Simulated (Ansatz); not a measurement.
Reaction (SMILES): FCF → F[CH-]F + H+
B3LYP-D3(BJ)/def2-TZVP geometries, fixed; electronic energies without zero-point terms.
Largest species:
```xyz
5

C      0.0044     0.0053     0.5043
F     -0.0170     1.1024    -0.3021
F      0.0119    -1.1085    -0.2792
H     -0.9025    -0.0002     1.1113
H      0.9218     0.0234     1.0951
```
Charge 0, spin multiplicity 1.

How fast the deprotonation energy converges with the basis for several methods (Ansatz, a first-principles code): deviation from each method's own reference, in kcal/mol. References: B3LYP 405.13 kcal/mol, the value in aug-pcseg-3; HF 417.25 kcal/mol, the value in aug-pcseg-3; MP2 407.41 kcal/mol, Hartree-Fock in aug-cc-pVQZ plus the correlation part extrapolated as X^-3 from aug-cc-pVTZ and aug-cc-pVQZ; PBE 402.15 kcal/mol, the value in aug-pcseg-3; r2SCAN 407.35 kcal/mol, the value in aug-pcseg-3. All functions are spherical. In correlated methods cores are frozen. No added dispersion term, no relativity. 

| basis | functions | B3LYP | HF | MP2 | PBE | r2SCAN |
|---|---|---|---|---|---|---|
| def2-SVP | 52 | 17.58 | ? | 19.20 | 20.07 | 15.31 |
| aug-pcseg-1 | 87 | -3.11 | ? | -2.36 | -2.56 | -2.87 |
| def2-TZVP | 105 | 4.51 | ? | 4.68 | 6.15 | 4.11 |
| pcseg-2 | 118 | 2.92 | ? | 4.92 | 4.33 | 2.79 |
| cc-pVQZ | 225 | 5.62 | ? | 5.95 | 7.25 | 5.20 |
| def2-QZVPP | 231 | 2.51 | ? | 3.19 | 3.61 | 2.41 |
| aug-cc-pVQZ | 332 | -0.03 | ? | 0.06 | 0.21 | -0.08 |
| cc-pV5Z | 383 | 2.25 | ? | 2.29 | 3.30 | 2.18 |

Question: Some entries are withheld; supply them.

Answer: 
- def2-SVP, HF: 8.14
- aug-pcseg-1, HF: -3.32
- def2-TZVP, HF: 1.73
- pcseg-2, HF: 0.98
- cc-pVQZ, HF: 2.51
- def2-QZVPP, HF: 0.87
- aug-cc-pVQZ, HF: -0.31
- cc-pV5Z, HF: 0.73

Mean absolute deviation over def2-TZVP, pcseg-2: HF 1.36, r2SCAN 3.45, B3LYP 3.71, MP2 4.80, PBE 5.24 kcal/mol.
